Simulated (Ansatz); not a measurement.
Isomers of C3H7NO, relaxed with PBE0-D4/def2-TZVP in Ansatz; electronic energies, one conformer each and not always the lowest. Functionals use def2-TZVPP; CBS adds triple-zeta CCSD(T) − MP2 to the MP2 limit of def2-TZVPP and def2-QZVPP.

Task: Order them by energy at frozen-core CCSD(T)/CBS, lowest first. (Best estimate.)
A. `CN(C)C=O`
B. `CNC(C)=O`
C. `COC(C)=N`

Result: B (0.0 kJ/mol), A (41.8 kJ/mol), C (65.7 kJ/mol).

Task: How do PBE-D4, HF/CBS(def2), B3LYP-D4, MP2/CBS(def2) place them (kJ/mol, against `CNC(C)=O`)? (Estimate.)

Result: The calculation gave: 
```
    isomer  PBE-D4  HF/CBS(def2)  B3LYP-D4  MP2/CBS(def2)
`CN(C)C=O`    37.9          46.4      38.9           41.3
`COC(C)=N`    75.8          67.9      71.8           71.1
```

B3LYP here is the variant with VWN-RPA as its local correlation; programs differ in this.
